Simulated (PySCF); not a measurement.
# Silicon: a sound run and one with changed settings

Sound run: Si [Ne] 3s2 3p2, Si⁺ [Ne] 3s2 3p1. All numbers are calculated (PySCF 2.14, the non-relativistic Hamiltonian (point nucleus), in cc-pV(D+d)Z). The sound run starts from symmetry-adapted Hartree-Fock orbitals and uses a fine grid where one is needed.

Changed run: radial step 0.8 in ln r (0.13 in the sound run). This setting is unsound on purpose.

```json
{"species": "Si", "method": "UHF", "sound run (hartree)": "-288.85023", "changed run (hartree)": "-288.85023", "converged": "yes"}
{"species": "Si", "method": "BP86", "sound run (hartree)": "-289.39237", "changed run (hartree)": "-289.49507", "converged": "yes"}
{"species": "Si", "method": "MN15", "sound run (hartree)": "-289.23493", "changed run (hartree)": "-289.39997", "converged": "yes"}
{"species": "Si⁺", "method": "UHF", "sound run (hartree)": "-288.56942", "changed run (hartree)": "-288.56942", "converged": "yes"}
{"species": "Si⁺", "method": "BP86", "sound run (hartree)": "-289.08886", "changed run (hartree)": "-289.17338", "converged": "yes"}
{"species": "Si⁺", "method": "MN15", "sound run (hartree)": "-288.93841", "changed run (hartree)": "-289.12384", "converged": "yes"}
```

Ionisation energy of Si:

```csv
method,sound run (eV),changed run (eV)
UHF,7.641,7.641
BP86,8.259,8.754
MN15,8.069,7.514
```

A coarse radial grid mis-integrates the density and the exchange-correlation energy, with errors of either sign; Hartree-Fock needs no grid.

For comparison, NIST gives 8.152 eV between the lowest levels.
